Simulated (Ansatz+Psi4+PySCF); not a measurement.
Values are calculated unless marked as measured or tabulated.
This PySCF input gave a total energy of -76.73651 hartree.

```python
from pyscf import gto, scf, mp

mol = gto.M(atom="""
C 0.001480 0.008240 0.613550
C 0.002990 -0.006790 -0.614790
H -0.007690 0.002010 -1.667920
H -0.009000 0.003580 1.676470
""", basis='cc-pvtz', charge=1, spin=1)
mf = scf.UHF(mol)
mf.kernel()
pt = mp.MP2(mf, frozen=2).run()
print(mf.e_tot, pt.e_corr, pt.e_tot)
```

(1) Write an input for Ansatz with the same method and basis set.

Answers

(1)

```yaml
crystal:
  periodic: [false, false, false]
  atoms:
    - { symbol: C, position_ang: [0.00148, 0.00824, 0.61355] }
    - { symbol: C, position_ang: [0.00299, -0.00679, -0.61479] }
    - { symbol: H, position_ang: [-0.00769, 0.00201, -1.66792] }
    - { symbol: H, position_ang: [-0.009, 0.00358, 1.67647] }
basis:
  gaussian: { orbitals: cc-pVTZ }
total_charge: 1
magnetization:
  spin_polarized: true
  initial_magnetization: 1
hamiltonian:
  xc: hf
correlation:
  method: mp2
  frozen_orbitals: { C: 1, H: 0 }
scf:
  omitted_lower_state_checks: [stability, starts, atomic_configurations, cluster_reference, orbital_swaps, given_window_search, neighbouring_geometries, increment]
```

Ansatz (development build ahead of 0.2.0) gave -76.73650 hartree, 0.28 meV from the first. Caution: MP2 on this radical cation hangs on the determinant chosen.
